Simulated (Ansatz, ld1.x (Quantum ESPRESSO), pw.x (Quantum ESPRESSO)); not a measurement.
## Pt (Z = 78): one change to the RRKJ potential, in the atom and in the fcc crystal

ld1.x (Quantum ESPRESSO) 7.5 input, shortened:

```
&input
   title='Pt', zed=78., rel=1, dft='PW', iswitch=3,
   config='[Xe] 4f14 5d8 6s2 6p0'
 /
 &inputp
   pseudotype=2, tm=.false., rho0=0.005, lloc=0,
   nlcc=.false.
 /
3
6P  2  1   0.00   0.00  3.70  3.70  0.0
5D  3  2   8.00   0.00  2.05  2.05  0.0
6S  1  0   2.00   0.00  1.90  1.90  0.0
 &test
   configts(1)='5d8 6s2 6p0'
 /
```

Change: wave 6p (bound): rc 3.70 bohr becomes 6p (bound): rc 2.54 bohr.

Cutoffs, loose and tight: the cutoffs (Ry, on a coarse ladder) from which the occupation-weighted sum of valence levels, in a spherical-Bessel basis at the reference potential, stays within 10 and 1 mRy of its value at 400 Ry. They do not see the model core or the augmentation charge, which bear on the density cutoff. Test errors are all-electron minus pseudo excitation energies from the reference, over the configurations 5d9 6s1 6p0; 5d9 6s0 6p0; 5d8 6s0 6p0; 5d8 6s1 6p0; 5d10 6s0 6p0; 5d7 6s0 6p0; 5d8 6s1 6p1 (two spin-polarised tests are not counted in the largest error); variants that change the core or the reference have their own tests.

Crystal test: fcc Pt in pw.x 7.5, no spin, 14³ k-points, Fermi–Dirac smearing 0.01 Ry, cutoffs set for each file from its atomic test. The reference is all-electron LAPW (Ansatz 0.2.0) with the same functional, mesh and smearing; V0 and B0 come from Birch–Murnaghan fits to the pressures at five volumes. Errors are pseudo minus all-electron; Δ is the rms difference of the E(V) curves that follow from these fits, minima aligned, over ±6 % about the mean V0. Mesh and smearing are coarse, so the numbers serve the comparison and aren't converged zero-temperature values; the lattice is a test structure that the element need not adopt.

All-electron: a0 = 3.896 Å (V0 = 14.79 Å³/atom), B0 = 304.3 GPa.

Problem. Does the change bring the crystal closer to the all-electron result?

Solution. The mean pressure error goes from +5.11 to +5.98 GPa, so the change moves the solid further from the all-electron pressures.

```csv
quantity,base,changed
outcome (atom),generated,generated
"cutoff, loose (atom)",35 Ry,35 Ry
"cutoff, tight (atom)",45 Ry,45 Ry
bound ghosts (atom),none,none
largest test error (meV) (atom),-136,-136
cutoffs in pw.x (Ry),55/220,55/220
a0 (Å),3.917,3.920
a0 error (%),+0.53,+0.62
B0 error (%),-1.0,-1.4
Δ (meV/atom),15.8,18.5
mean pressure error (GPa),+5.11,+5.98
```

Base: The largest radius (3.70 bohr) exceeds half the bond length (2.60 bohr), so the spheres overlap, which is one possible source of error among others. This is a poor potential for the solid. Changed file: This is a poor potential for the solid. The atomic cutoffs weigh occupied waves only.
